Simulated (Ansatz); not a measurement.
Crystal: Co$_{2}$O$_{3}$, cubic X2O3 (oxygen-deficient fluorite) type, 10 atoms in the cell.

Space group Pn-3m, simple cubic cell, positions in fractions of the edge: Co (0.25 0.25 0.25), (0.75 0.75 0.25), (0.75 0.25 0.75), (0.25 0.75 0.75); O (0.5 0 0), (0 0.5 0), (0 0 0.5), (0.5 0.5 0), (0.5 0 0.5), (0 0.5 0.5).

Method: Ansatz 0.2.0 development build, PBE, plane waves, PAW datasets (generated soft set 1).

Cutoff 420 eV; k-mesh 24×24×24 Γ-centred; Fermi–Dirac smearing of 0.0612 eV; no spin polarisation.

The fit to the energies gives V₀ = 9.069 Å³/atom (a₀ = 4.493 Å), B₀ = 228 GPa, B₀′ = 4.65.

Problem. What pressure does the program print at V = 9.605 Å³/atom, and how far above the lowest computed point (V = 9.061 Å³/atom) does the energy lie?

Solution. -11.48 GPa and 20.29 meV/atom. All points:

| V (Å³/atom) | a (Å) | E − E(min) (meV/atom) | P (GPa) |
| --- | --- | --- | --- |
| 8.518 | 4.3999 | 26.86 | 16.57 |
| 8.699 | 4.4309 | 11.63 | 10.48 |
| 8.880 | 4.4614 | 2.90 | 5.05 |
| 9.061 | 4.4916 | 0.00 | 0.19 |
| 9.243 | 4.5213 | 2.29 | -4.15 |
| 9.424 | 4.5507 | 9.21 | -8.02 |
| 9.605 | 4.5797 | 20.29 | -11.48 |

The published all-electron PBE values for this crystal (mean of FLEUR and WIEN2k, k-spacing 0.06 Å⁻¹; Bosoni et al., Nat. Rev. Phys. 6, 45 (2024)) are V₀ = 9.063 Å³/atom, B₀ = 228.3 GPa, B₀′ = 4.60.

The stress includes the program's correction for the finite plane-wave basis.

This cubic structure is a model: it isn't the usual form of the substance at ambient conditions, and such phases are metastable or hypothetical. Spin polarisation is left out, and a magnetic state may lie lower.
